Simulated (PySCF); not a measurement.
**Basis and Hamiltonian dependence of the electron affinity of Cl**

Cl⁻ [Ar] (1S) → Cl [Ne] 3s2 3p5 (2P). All values are computed (PySCF 2.14, energy differences of UHF-based or UKS calculations, no spin-orbit coupling). Values in eV.

| basis | Hamiltonian | functions | UHF | LDA | PBE0 | MP2 (valence) | CCSD(T) (valence) | CCSD(T) (valence and next inner shell) |
| --- | --- | --- | --- | --- | --- | --- | --- | --- |
| aug-cc-pV(D+d)Z | non-relativistic | 32 | 2.465 | 3.961 | 3.628 | 3.558 | 3.421 | n/a |
| ANO-RCC-VTZP | spin-free X2C | 34 | 2.356 | 3.936 | 3.548 | 3.567 | 3.435 | 3.434 |
| aug-cc-pVTZ-DK | spin-free X2C | 50 | 2.364 | 3.926 | 3.559 | 3.618 | n/a | n/a |
| x2c-TZVPPall with one added diffuse shell each of s, p, d type | spin-free X2C | 51 | 2.371 | 3.925 | 3.560 | 3.580 | 3.449 | 3.450 |
| aug-cc-pV(T+d)Z | non-relativistic | 55 | 2.378 | 3.938 | 3.572 | 3.634 | 3.504 | n/a |
| aug-cc-pV(T+d)Z with one added diffuse shell each of s, p, d, f type | non-relativistic | 71 | 2.377 | 3.940 | 3.572 | 3.639 | 3.508 | n/a |
| aug-cc-pCVTZ-DK | spin-free X2C | 75 | 2.359 | 3.922 | 3.554 | 3.619 | 3.489 | 3.492 |
| x2c-QZVPPall with one added diffuse shell each of s, p, d, f type | spin-free X2C | 86 | 2.352 | 3.917 | 3.551 | 3.681 | 3.563 | 3.562 |
| aug-cc-pV(Q+d)Z | non-relativistic | 89 | 2.370 | 3.932 | 3.567 | 3.723 | 3.606 | n/a |
| dyall-acv3z | spin-free X2C | 113 | 2.353 | 3.918 | 3.552 | 3.616 | 3.486 | 3.488 |
| dyall-acv3z | non-relativistic | 113 | 2.370 | 3.931 | 3.567 | 3.630 | 3.499 | 3.502 |
| aug-cc-pV(Q+d)Z with one added diffuse shell each of s, p, d, f, g type | non-relativistic | 114 | 2.370 | 3.933 | 3.567 | 3.726 | n/a | n/a |
| aug-cc-pCVQZ-DK | spin-free X2C | 134 | 2.351 | 3.917 | 3.550 | 3.708 | n/a | n/a |
| aug-cc-pV(5+d)Z | non-relativistic | 136 | 2.368 | 3.931 | 3.566 | 3.759 | n/a | n/a |

Extrapolation of CCSD(T) (valence) from aug-cc-pV(T+d)Z and aug-cc-pV(Q+d)Z: the correlation parts are 1.126 and 1.235 eV; with the X⁻³ form and unrounded values, (4³ × 1.235 − 3³ × 1.126)/(4³ − 3³) = 1.315 eV, and adding the Hartree-Fock value 2.370 eV of the larger basis gives 3.685 eV.

Extrapolation of MP2 (valence) from aug-cc-pCVTZ-DK and aug-cc-pCVQZ-DK: the correlation parts are 1.260 and 1.357 eV; with the X⁻³ form and unrounded values, (4³ × 1.357 − 3³ × 1.260)/(4³ − 3³) = 1.427 eV, and adding the Hartree-Fock value 2.351 eV of the larger basis gives 3.779 eV.

Frozen in the all-electron rows: valence: [Ne]; valence and next inner shell: 1s2.

In most of these bases the highest occupied level of the anion is positive at LDA, so the basis helps to hold the electron.

Between the lowest levels the reference is 3.613 eV (measured; photodetachment measurements, as compiled on the Wikipedia data page of electron affinities); it includes spin-orbit coupling, which these numbers lack.
